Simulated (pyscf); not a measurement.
SiH₂ (SMILES [SiH2]) [singlet] + CH₄ (SMILES C) → H₃C–SiH₃ (SMILES C[SiH3]) (insertion; singlet surface; C–H broken, C–Si, H–Si formed). Optimised with ωB97X-D3(BJ)/def2-SVP in PySCF. Correlated levels are frozen-core, on RHF or UHF. ΔMP2 is the change of the MP2 total energy from the triple- to the quadruple-zeta basis. Rate constants from transition-state theory at the high-pressure limit, CCSD(T)/def2-TZVPP + ΔMP2(QZVPP) energies (ideal gas, 1 atm, RRHO with modes under 100 cm⁻¹ raised to 100, one conformer, R ln 2 for rigid chiral ones; no tunnelling), k in cm³ molecule⁻¹ s⁻¹.

```tsv
T (K)	1000/T	log10 k
298	3.354	-27.20
600	1.667	-19.43
900	1.111	?
1200	0.833	-15.15
```

Question: Fit an Arrhenius line to the three values, give the activation energy, and predict k at 900 K.

Answer: Least squares gives log10 k = -11.31 − 4.75 × 1000/T, so Ea = 4.75 × ln 10 × 1.987 = 21.7 kcal/mol, against an electronic barrier of 19.6. At 900 K the line gives -16.59; the computed value is -16.66 (ΔG‡ = 45.4 kcal/mol), a factor 1.2 under the line, since the plot is curved. On the reactant side the descent ends in a complex, 4.3 kcal/mol under the separated species and 22.8 kcal/mol under the saddle at ωB97X-D3(BJ)/def2-TZVP. This is the saddle that the search found; another between the same sides may lie lower. The CCSD(T) − MP2 part came from Ansatz, without density fitting, on the same reference.
